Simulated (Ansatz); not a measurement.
The input, for Ansatz 0.2.0:

```yaml
crystal:
  periodic: [false, false, false]
  atoms:
    - {symbol: Ge, position_ang: [0.000000, 0.015295, 0.254755]}
    - {symbol: B, position_ang: [0.000000, -0.169422, -1.683611]}
    - {symbol: H, position_ang: [0.000000, 1.310352, 1.093730]}
    - {symbol: H, position_ang: [0.000000, -1.198297, 1.192594]}
    - {symbol: H, position_ang: [0.000000, 0.602851, -2.587791]}
basis:
  gaussian: {orbitals: 6-31G}
total_charge: 1
magnetization: {spin_polarized: true, initial_magnetization: 1}
hamiltonian: {xc: hf}
output: {forces: true, orbitals: {seedname: orbitals}}
```

```sh
$ ansatz run in.yaml --threads 1 --pin off --events-out ev --progress --plain --max-ram 2393MiB
```

Log:

```
472 factors; integrals over basis functions are off by at most 4.4e-4 eV
mean field evaluation 1: about -57171.6589 eV, gradient 7.8e0 eV
mean field evaluation 2: about -57171.6612 eV, gradient 7.8e0 eV
mean field evaluation 4: about -57172.4087 eV, gradient 1.2e0 eV
mean field evaluation 8: about -57172.4450 eV, gradient 2.2e-1 eV
mean field evaluation 16: about -57172.3069 eV, gradient 6.7e-1 eV
mean field evaluation 32: about -57172.1996 eV, gradient 1.2e0 eV
mean field evaluation 64: about -57172.4485 eV, gradient 4.6e-3 eV
mean field -57172.44854269 eV, -2101.0487310664 hartree, gradient 2.2e-5 eV, S^2 0.758507; 4 other end points of the search recorded, 0 dependent functions left out
the calculation of the forces begins
reference -57172.44854269 eV, -2101.0487310664 hartree; 20, 19 occupied and 24, 25 virtual orbitals, 472 factors
Total energy: -57172.44854269 eV, -2101.0487310664 hartree
Atom 0 at     0.000000     0.015295     0.254755 Å, force    -0.000000    -1.221918     1.583323 eV/Å
Atom 1 at     0.000000    -0.169422    -1.683611 Å, force     0.000000     2.592949     0.084887 eV/Å
Atom 2 at     0.000000     1.310352     1.093730 Å, force    -0.000000    -0.060448    -0.854445 eV/Å
Atom 3 at     0.000000    -1.198297     1.192594 Å, force     0.000000     0.095955    -0.339622 eV/Å
Atom 4 at     0.000000     0.602851    -2.587791 Å, force    -0.000000    -1.406539    -0.474143 eV/Å
Dipole moment:     0.000000    -0.091360    -0.493962 e Å
```

Forces (eV/Å):
```
Ge   0.000 -1.222  1.583
B    0.000  2.593  0.085
H    0.000 -0.060 -0.854
H    0.000  0.096 -0.340
H    0.000 -1.407 -0.474
```

Ran on 1 thread of Arm Neoverse V2, shared host: 1.1 s wall, 0.19 GiB peak host memory.
